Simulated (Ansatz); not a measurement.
# Rutile SnO2

These are G0W0@PBE (Ansatz, an electronic-structure program, plane waves, hard PAW, contour deformation, complete-basis limit) values and carry that method's errors.

Run with largest k mesh 6×6×8 (not extrapolated in the mesh).

Cell (measured lattice):

Space group P4₂/mnm (No. 136); a = b = 4.737 Å, c = 3.186 Å, α = β = γ = 90.00°

```tsv
atom	site	symmetry	x	y	z
Sn	2a	m.mm	0.0000	0.0000	0.0000
O	4f	m.2m	0.3054	0.3054	0.0000
```

```yaml
band_gap: 2.99 eV
```

Measured, for comparison: band gap 3.81 eV (zero-point renormalisation of 215 meV (computed, non-adiabatic AHC, without the lattice-expansion part) added back here to the 1.8 K gap of; inputs from Miglio et al. (2020), arXiv:2011.12765).

Note: filled d or f shells below the valence bands can shift G0W0 gaps through exchange with them, which wasn't tested here; cell and atoms aren't relaxed at this level; the gap holds a correction of +0.26 eV to the complete basis.

Spin–orbit coupling is not included.

Static lattice: no zero-point or thermal effects.
